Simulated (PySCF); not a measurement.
## A thermochemical cycle for SiCl

r²SCAN in PySCF with def2-TZVPPD on every atom, for the lowest determinant that a PBE0 search found; no spin–orbit coupling. SiCl, a doublet (π ↑), has De = 4.51 eV to neutral atoms, and SiCl⁺, a singlet (closed shell), has De = 5.36 eV to Si⁺ + Cl.

At the same level the Si atom ionises at 8.31 eV.

**Question.** What is the adiabatic ionisation energy of the molecule, and does ionisation strengthen or weaken the bond?

**Answer.** IE = IE(Si) + De(neutral) − De(ion) = 8.31 + 4.51 − 5.36 = 7.46 eV. De changes by +0.85 eV, so ionisation strengthens the bond.

For an ion De counts to the pair picked by the measured ionisation energies or electron affinities, which need not be the lowest pair at this level. States were picked by a PBE0 search and need not be the measured ground states.
